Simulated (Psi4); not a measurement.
**CH3Na (SMILES [CH3][Na]) at 4 levels**

Aim: a comparison of 4 runs (HF/STO-3G, UHF-D3(BJ)/6-31G**, TPSS/STO-3G) of CH3Na. 

The results are computed with Psi4 1.11.

### 1 The system as given

CH3Na has 5 atoms, charge 0, and is taken as a singlet. As SMILES, `[CH3][Na]`. The coordinates come from a PBE0-D4/def2-TZVP relaxation.

Bond lengths: C1–Na2 2.300 Å, C1–H3 1.095 Å, C1–H4 1.095 Å, C1–H5 1.095 Å. Angles: Na2–C1–H3 110.6°, Na2–C1–H4 110.6°, Na2–C1–H5 110.6°, H3–C1–H4 108.3°, H3–C1–H5 108.3°, H4–C1–H5 108.3°.

### 2 The energy at HF/STO-3G (run 1)

File input.json:

```json
{
  "schema_name": "qcschema_input",
  "schema_version": 1,
  "molecule": {
    "schema_name": "qcschema_molecule",
    "schema_version": 2,
    "symbols": ["C", "Na", "H", "H", "H"],
    "geometry": [-0.18651597, -0.12585576, -0.38285851, 1.8795216, 0.86058128, 3.31212298, -0.03817247, -2.15050833, -0.78272456, -2.1920823, 0.36452817, -0.24982179, 0.63154647, 0.91198183, -1.9747638],
    "molecular_charge": 0,
    "molecular_multiplicity": 1,
    "fix_symmetry": "c1"
  },
  "driver": "energy",
  "model": {
    "method": "scf",
    "basis": "STO-3G"
  },
  "keywords": {
    "puream": true,
    "e_convergence": 1e-09,
    "d_convergence": 1e-08,
    "scf_type": "pk",
    "scf_properties": ["WIBERG_LOWDIN_INDICES", "QUADRUPOLE", "MAYER_INDICES"]
  }
}
```

Command:

```bash
psi4 --qcschema input.json -n 1 --memory 1600MB
```

stdout:

```text
[...]
  Running in c1 symmetry.
[...]
  Nuclear repulsion =   30.852685022502815
[...]
  Multiplicity = 1
[...]
  Nalpha       = 10
  Nbeta        = 10
[...]
    Number of basis functions: 17
[...]
   @RHF iter   1:  -198.88441882470227   -1.73118e+00   1.46122e-02 ADIIS/DIIS
[...]
   @RHF iter   9:  -198.92750891942390   -7.10543e-13   2.97776e-09 DIIS
[...]
    Orbital Energies [Eh]
    ---------------------
    Doubly Occupied:
       1A    -40.229939     2A    -10.731910     3A     -2.785083
       4A     -1.438276     5A     -1.438276     6A     -1.434639
       7A     -0.697637     8A     -0.342190     9A     -0.342166
      10A     -0.115144
[...]
  @RHF Final Energy:  -198.92750891942390
   => Energetics <=
    Nuclear Repulsion Energy =             30.8526850225028149
    One-Electron Energy =                -340.4498681901161490
    Two-Electron Energy =                 110.6696742481894091
    Total Energy =                       -198.9275089194239001
[...]
 Multipole Moments:
 ------------------------------------------------------------------------------------
     Multipole            Electronic (a.u.)      Nuclear  (a.u.)        Total (a.u.)
 ------------------------------------------------------------------------------------
 L = 1.  Multiply by 2.5417464519 to convert [e a0] to [Debye]
 Dipole X            :          4.2233167           -2.7518267            1.4714900
 Dipole Y            :          2.0166196           -1.3140011            0.7026184
 Dipole Z            :          7.5532898           -4.9215954            2.6316944
 Magnitude           :                                                    3.0959281
 L = 2.  Multiply by 1.3450342976 to convert [e a0^2] to [Debye ang]
 Quadrupole XX       :        -37.5726751           28.5289325           -9.0437426
 Quadrupole XY       :        -10.9714749           10.9362465           -0.0352285
[...]
```

The result, in JSON:

```text
{
 "driver": "energy",
 "model": {
  "method": "scf",
  "basis": "STO-3G"
 },
 "success": true,
 "return_result": -198.9275089194239,
 "properties": {
  "calcinfo_nbasis": 17,
  "calcinfo_nmo": 17,
  "calcinfo_nalpha": 10,
  "calcinfo_nbeta": 10,
  "calcinfo_natom": 5,
  "nuclear_repulsion_energy": 30.852685022502815,
  "return_energy": -198.9275089194239,
  "scf_one_electron_energy": -340.44986819011615,
  "scf_two_electron_energy": 110.66967424818941,
  "scf_dipole_moment": [1.4714899793071554, 0.7026184488489893, 2.631694424251844],
  "scf_total_energy": -198.9275089194239,
  "scf_iterations": 9
 }
}
```

Run time: 2.7 s. Hardware: 1 thread of Intel Xeon Platinum 8259CL at 2.50GHz (Skylake/Cascade Lake), shared host; peak memory 0.18 GiB.

### 3 The charge distribution at UHF-D3(BJ)/6-31G(d,p) (sfX2C, density fitting, Cartesian functions) (run 2)

File job.json:

```json
{
 "schema_name": "qcschema_input",
 "schema_version": 1,
 "molecule": {
  "schema_name": "qcschema_molecule",
  "schema_version": 2,
  "symbols": ["C", "Na", "H", "H", "H"],
  "geometry": [-0.18651597, -0.12585576, -0.38285851, 1.8795216, 0.86058128, 3.31212298, -0.03817247, -2.15050833, -0.78272456, -2.1920823, 0.36452817, -0.24982179, 0.63154647, 0.91198183, -1.9747638],
  "molecular_charge": 0,
  "molecular_multiplicity": 1,
  "fix_symmetry": "c1",
  "fix_com": true,
  "fix_orientation": true
 },
 "driver": "energy",
 "model": {
  "method": "hf-d3bj2b",
  "basis": "6-31G**"
 },
 "keywords": {
  "reference": "uhf",
  "relativistic": "x2c",
  "scf_properties": ["MAYER_INDICES", "MULLIKEN_CHARGES", "MBIS_CHARGES"]
 }
}
```

Command:

```bash
psi4 --qcschema job.json -n 1 --memory 1600MB
```

stdout:

```text
[...]
  Running in c1 symmetry.
[...]
  Nuclear repulsion =   30.852685022502815
[...]
  Multiplicity = 1
[...]
  Nalpha       = 10
  Nbeta        = 10
[...]
    Number of basis functions: 49
[...]
   @DF-UHF iter   1:  -201.49800419653710   -5.37772e-01   9.11900e-03 DIIS/ADIIS
[...]
   @DF-UHF iter   8:  -201.62863046941592   -2.62084e-08   3.31164e-07 DIIS
[...]
   @S^2 Observed:               -2.309263891E-14
[...]
    Orbital Energies [Eh]
    ---------------------
    Alpha Occupied:
       1A    -40.529269     2A    -11.120490     3A     -2.783541
       4A     -1.497218     5A     -1.497218     6A     -1.494220
       7A     -0.812310     8A     -0.449493     9A     -0.449469
      10A     -0.244120
    Alpha Virtual:
      11A      0.004671    12A      0.050048    13A      0.050049
      14A      0.082973    15A      0.135153    16A      0.215930
      17A      0.215931    18A      0.308110    19A      0.395030
      20A      0.395045    21A      0.398730    22A      0.488970
      23A      0.488970    24A      0.513654    25A      0.513657
[...]
  @DF-UHF Final Energy:  -201.62863046941592
   => Energetics <=
    Nuclear Repulsion Energy =             30.8526850225028149
    One-Electron Energy =                -343.1746874555892646
    Two-Electron Energy =                 110.7100036133318355
    Total Energy =                       -201.6286304694159242
  UHF NO Occupations:
  HONO-2 :    8  A 2.0000000
  HONO-1 :    9  A 2.0000000
[...]
 Multipole Moments:
 ------------------------------------------------------------------------------------
     Multipole            Electronic (a.u.)      Nuclear  (a.u.)        Total (a.u.)
 ------------------------------------------------------------------------------------
 L = 1.  Multiply by 2.5417464519 to convert [e a0] to [Debye]
 Dipole X            :        -16.7801737           17.9569335            1.1767598
 Dipole Y            :         -7.2753878            7.8372612            0.5618734
 Dipole Z            :        -29.0243330           31.1288916            2.1045586
 Magnitude           :                                                    2.4758094
[...]
  Mulliken Charges: (a.u.)
   Center  Symbol    Alpha    Beta     Spin     Total
       1     C     3.31872  3.31872  0.00000 -0.63744
       2    NA     5.27616  5.27616  0.00000  0.44768
       3     H     0.46838  0.46838  0.00000  0.06323
       4     H     0.46837  0.46837  0.00000  0.06326
       5     H     0.46837  0.46837  0.00000  0.06326
   Total alpha = 10.00000, Total beta = 10.00000, Total charge = -0.00000
[...]
```

The result, in JSON:

```text
{
 "driver": "energy",
 "model": {
  "method": "hf-d3bj2b",
  "basis": "6-31G**"
 },
 "success": true,
 "return_result": -201.62863046941592,
 "properties": {
  "calcinfo_nbasis": 49,
  "calcinfo_nmo": 49,
  "calcinfo_nalpha": 10,
  "calcinfo_nbeta": 10,
  "calcinfo_natom": 5,
  "nuclear_repulsion_energy": 30.852685022502815,
  "return_energy": -201.62863046941592,
  "scf_one_electron_energy": -343.17468745558926,
  "scf_two_electron_energy": 110.71000361333184,
  "scf_dispersion_correction_energy": -0.016631649661310408,
  "scf_dipole_moment": [1.1767597588655399, 0.5618733602578772, 2.104558584225906],
  "scf_total_energy": -201.62863046941592,
  "scf_iterations": 8
 }
}
```

Run time: 11 s. Hardware: 1 thread of Intel Xeon Platinum 8259CL at 2.50GHz (Skylake/Cascade Lake), shared host; peak memory 0.23 GiB.

Atomic charges (e):

```
atom    MBIS  Mulliken
  C1  -1.417    -0.637
 Na2  +0.758    +0.448
  H3  +0.220    +0.063
  H4  +0.220    +0.063
  H5  +0.220    +0.063
```

Run 3 isn't shown in full; the table further down has it.

### 4 Energy and forces at TPSS/STO-3G (run 4)

File job.py:

```python
import psi4

psi4.set_memory('1600 MB')
psi4.set_num_threads(1)
psi4.set_output_file('output.dat', False)

mol = psi4.geometry("""
C     -0.18651597    -0.12585576    -0.38285851
Na     1.87952160     0.86058128     3.31212298
H     -0.03817247    -2.15050833    -0.78272456
H     -2.19208230     0.36452817    -0.24982179
H      0.63154647     0.91198183    -1.97476380
units bohr
symmetry c1
no_reorient
no_com
""")

psi4.set_options({
    'basis': 'STO-3G',
    'reference': 'rks',
    'puream': True,
    'e_convergence': 1e-09,
    'd_convergence': 1e-08,
    'scf_type': 'pk',
    'dft_radial_points': 99,
    'dft_spherical_points': 590,
})

E = psi4.gradient("tpss", molecule=mol)
print('gradient / Eh bohr^-1')
print(E.np.round(6))
for k, v in sorted(psi4.core.scalar_variables().items()):
    print(f'{k:45s} {v:18.10f}')
```

Command:

```bash
python job.py
```

output.dat:

```text
[...]
  Running in c1 symmetry.
[...]
  Nuclear repulsion =   30.852685022502815
[...]
  Multiplicity = 1
[...]
  Nalpha       = 10
  Nbeta        = 10
[...]
    Number of basis functions: 17
[...]
   @RKS iter   1:  -199.57523081781733   -1.05326e+00   2.02843e-02 DIIS/ADIIS
[...]
   @RKS iter   9:  -199.65242518121025   -1.98952e-13   1.77462e-09 DIIS
[...]
    Orbital Energies [Eh]
    ---------------------
    Doubly Occupied:
       1A    -37.916381     2A     -9.559249     3A     -2.078127
       4A     -0.977380     5A     -0.977380     6A     -0.968258
       7A     -0.432175     8A     -0.171618     9A     -0.171599
      10A      0.044160
[...]
  @RKS Final Energy:  -199.65242518121025
   => Energetics <=
    Nuclear Repulsion Energy =             30.8526850225028149
    One-Electron Energy =                -340.1974442054528822
    Two-Electron Energy =                 130.7193034598066390
    DFT Exchange-Correlation Energy =     -21.0269694580668549
    Empirical Dispersion Energy =           0.0000000000000000
    VV10 Nonlocal Energy =                  0.0000000000000000
    Total Energy =                       -199.6524251812102477
[...]
 Multipole Moments:
 ------------------------------------------------------------------------------------
     Multipole            Electronic (a.u.)      Nuclear  (a.u.)        Total (a.u.)
 ------------------------------------------------------------------------------------
 L = 1.  Multiply by 2.5417464519 to convert [e a0] to [Debye]
 Dipole X            :        -16.6749729           17.9569335            1.2819606
 Dipole Y            :         -7.2251465            7.8372612            0.6121147
 Dipole Z            :        -28.8361679           31.1288916            2.2927237
 Magnitude           :                                                    2.6971632
[...]
  -Total Gradient:
     Atom            X                  Y                   Z
    ------   -----------------  -----------------  -----------------
       1       -0.032194712316    -0.015305611817    -0.057545547867
       2        0.019227731314     0.009180224508     0.034387282390
       3        0.002950222186     0.007185601981     0.007102434879
       4        0.008947117935     0.000236536197     0.005633407643
       5        0.001078553383    -0.001292793259     0.010438220495
[...]
```

Standard output:

```text
gradient / Eh bohr^-1
[[-0.032195 -0.015306 -0.057546]
 [ 0.019228  0.00918   0.034387]
 [ 0.00295   0.007186  0.007102]
 [ 0.008947  0.000237  0.005633]
 [ 0.001079 -0.001293  0.010438]]
CURRENT ENERGY                                   -199.6524251812
CURRENT REFERENCE ENERGY                         -199.6524251812
DD SOLVATION ENERGY                                 0.0000000000
DFT FUNCTIONAL TOTAL ENERGY                      -199.6524251812
DFT TOTAL ENERGY                                 -199.6524251812
DFT VV10 ENERGY                                     0.0000000000
DFT XC ENERGY                                     -21.0269694581
GRID ELECTRONS ALPHA                               10.0000000414
GRID ELECTRONS BETA                                10.0000000414
GRID ELECTRONS TOTAL                               20.0000000828
NUCLEAR REPULSION ENERGY                           30.8526850225
ONE-ELECTRON ENERGY                              -340.1974442055
PCM POLARIZATION ENERGY                             0.0000000000
PE ENERGY                                           0.0000000000
SCF ITERATION ENERGY                             -199.6524251812
SCF ITERATIONS                                      9.0000000000
SCF TOTAL ENERGY                                 -199.6524251812
TWO-ELECTRON ENERGY                               130.7193034598
XC GRID RADIAL POINTS                              99.0000000000
XC GRID SPHERICAL POINTS                          590.0000000000
XC GRID TOTAL POINTS                           267554.0000000000
```

Run time: 18 s. Hardware: 1 thread of Intel Xeon Platinum 8259CL at 2.50GHz (Skylake/Cascade Lake), shared host; peak memory 0.53 GiB.

### 5 The series

```
run                                                                              level        task    integrals    partner  energy (Eh)  dipole moment (D)  HOMO energy (eV)  LUMO energy (eV)  wall time
  1                                                                          HF/STO-3G      energy           pk       base  -198.927509               7.87             -3.13             11.51      2.7 s
  2                   UHF-D3(BJ)/6-31G** (sfX2C, density fitting, Cartesian functions)  properties           df  gas phase  -201.628630               6.29             -6.64              0.13       11 s
  3  UHF-D3(BJ)/6-31G** (sfX2C, density fitting, Cartesian functions, IEF-PCM benzene)  properties  dfdirj+cosx       base  -201.653621               7.59             -6.82              0.71       26 s
  4                                                                        TPSS/STO-3G    gradient           pk       base  -199.652425               6.86                 –                 –       18 s
```

### 6 What came out

| quantity | value |
| --- | --- |
| run 4: total energy | -199.65243 Eh |
| run 4: dipole moment | 6.86 D |
| run 4: largest force on an atom | 3.481 eV/Å |

In words: The dipole moment (its size) runs from 6.29 D (UHF-D3(BJ)/6-31G**) to 7.87 D (HF/STO-3G). The two ends differ in method and basis and Hamiltonian. Over runs 1, 2, 3 the HOMO–LUMO gap runs from 6.77 eV (UHF-D3(BJ)/6-31G**) to 14.65 eV (HF/STO-3G). Some runs of one species differ in core potentials or relativity; totals across that change don't compare. In runs 1, 4 the basis is minimal, so the values are rough. All runs together took 57 s, the longest 26 s.
